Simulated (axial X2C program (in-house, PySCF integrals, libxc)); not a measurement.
Basis sets for LiC⁺

Calculated with an in-house all-electron X2C program for linear molecules (integrals from PySCF), spin-free (one-electron X2C) or two-component (2c: spin–orbit coupling with atomic mean-field Coulomb and Gaunt terms, which also bring small scalar terms), in Dyall basis sets with cores contracted in-house; open shells are unrestricted.

Fragments: C + Li+.

```
Hamiltonian  level    Dyall basis           state  Re (Å)  ωe (cm⁻¹)  De (eV)
  spin-free     HF  C v3z, Li v3z  M_S = 1, Λ = 1   2.287      336.1     0.40
  spin-free   PBE0  C v3z, Li v3z  M_S = 1, Λ = 1   2.288      328.2     0.42
         2c     HF  C v3z, Li v3z           Ω = 2   2.287      336.1     0.40
         2c   PBE0  C v3z, Li v3z           Ω = 2   2.288      328.1     0.42
```

In the other basis sets:

```csv
Hamiltonian,level,Dyall basis,state,Re (Å),ωe (cm⁻¹),De (eV)
spin-free,HF,"C v4z, Li v4z","M_S = 1, Λ = 1",2.286,338.7,0.41
spin-free,PBE0,"C v4z, Li v4z","M_S = 1, Λ = 1",2.288,329.9,0.43
2c,HF,"C v4z, Li v4z",Ω = 2,2.286,338.6,0.41
2c,PBE0,"C v4z, Li v4z",Ω = 2,2.288,329.9,0.43
```

(1) How far does the basis move Re and ωe?

Each entry is the lowest single determinant of a limited PBE0 search at one distance. De goes to single-determinant-based atoms at the same level (for ions the charge split of lowest energy) and is withheld (n/a) where an atom does not fit its ground term or J level. Main or longest-lived isotopes. One determinant is a doubtful description, or other states lie close, for LiC⁺; these need not be ground states, and all values refer to the states named. Some open-shell Ω = 0 determinants are out of reach, so the Ω given for LiC⁺ need not be the lowest component. With several unpaired electrons the Ω given is that of one determinant, not necessarily of the lowest component. Some light 2c atoms are not at their ground J level, so De misses part of their lowering (0.04 eV or less). The functionals have no current term, which raises determinants with orbital currents. Where the atoms have a lower orbital projection than the molecule, De at mean-field level may be about a tenth of an eV too small.

## Answers

(1) HF spin-free, C v3z, Li v3z to C v4z, Li v4z: ΔRe -0.001 Å, Δωe 2.6 cm⁻¹; PBE0 spin-free, C v3z, Li v3z to C v4z, Li v4z: ΔRe 0.000 Å, Δωe 1.7 cm⁻¹; HF 2c, C v3z, Li v3z to C v4z, Li v4z: ΔRe -0.001 Å, Δωe 2.5 cm⁻¹; PBE0 2c, C v3z, Li v3z to C v4z, Li v4z: ΔRe 0.000 Å, Δωe 1.8 cm⁻¹.
